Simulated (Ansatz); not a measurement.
System: 1T (CdI2-type) SnSe2. Method: r²SCAN-D4 (plane waves, PAW; Ansatz, a first-principles code).

Settings: plane-wave cutoff 560 eV, 12×12×6 k mesh (along the axes of the cell as run), Fermi–Dirac smearing 0.01 eV, scalar-relativistic PAW data made under PBE.

Shape and atoms are relaxed at each volume.

Pressure at four volumes; x = ln(V/26.596 Å³). One pressure is withheld.

```json
[
 {"V (Å³/atom)": "25.533", "x": "-0.0408", "P (GPa)": "1.136"},
 {"V (Å³/atom)": "26.596", "x": "0.0000", "P (GPa)": "-0.005"},
 {"V (Å³/atom)": "27.128", "x": "0.0198", "P (GPa)": "-0.381"},
 {"V (Å³/atom)": "27.660", "x": "0.0392", "P (GPa)": "?"}
]
```

Task: Pass a parabola P(x) through the three rows shown, estimate the bulk modulus and its pressure derivative near zero pressure, and predict the withheld pressure.

Result: Slopes between the rows: (-0.005 − (1.136))/(0.0000 − (-0.0408)) = -27.97 and (-0.381 − (-0.005))/(0.0198 − (0.0000)) = -18.99 GPa. Their difference over the span 0.0606 is c = 8.98/0.0606 = 148.2 GPa, so P(x) = 1.136 + (-27.97)(x − (-0.0408)) + 148.2 (x − (-0.0408))(x − (0.0000)). At the middle row B = −dP/dx = −[-27.97 + 148.2 × 0.0408] = 21.9 GPa, and B′ = dB/dP = 2c/B = 13.5. At x = 0.0392 the parabola gives -0.637 GPa; the run gives -0.671 GPa. The Birch–Murnaghan fit to the energies at all volumes has B0 = 22.0 GPa and B′ = 12.2.

Note: the bulk modulus comes from volumes at which shape and atoms were relaxed.

Spin–orbit coupling is not included.
